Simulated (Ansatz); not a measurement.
The cluster Li2Si. Total charge 0; triplet. Geometry r2SCAN-D4/def2-TZVP; atoms count from 1.

```
atom   x (Å)   y (Å)   z (Å)
 Li1   1.537   0.412  -0.134
 Li2  -1.133  -0.037  -1.125
 Si3  -0.404  -0.375   1.258
```

The charge 0 triplet is spin-contaminated (final ⟨S²⟩ up to 2.23, 2.00 for a pure state). The structure comes from a short search, and lower isomers may exist.

Question: Estimate the Mulliken populations from the PBE0/def2-TZVP orbitals of Ansatz.

Answer: 
| atom | charge (e) | spin (α − β) |
| --- | --- | --- |
| Li1 | 0.38 | -0.09 |
| Li2 | 0.38 | -0.09 |
| Si3 | -0.76 | 2.19 |
Mulliken values and Mayer orders depend strongly on the basis.

Question: Where does the spin sit?

Answer: Summed by element: Li -0.19, Si 2.19, of 2 unpaired in all. Largest on single atoms: Si3 2.19, Li1 -0.09, Li2 -0.09.

Question: And the Mayer bond orders between bonded heavy atoms (over 0.3)?

Answer: Li1–Si3 0.70 (2.51 Å); Li2–Si3 0.70 (2.51 Å).
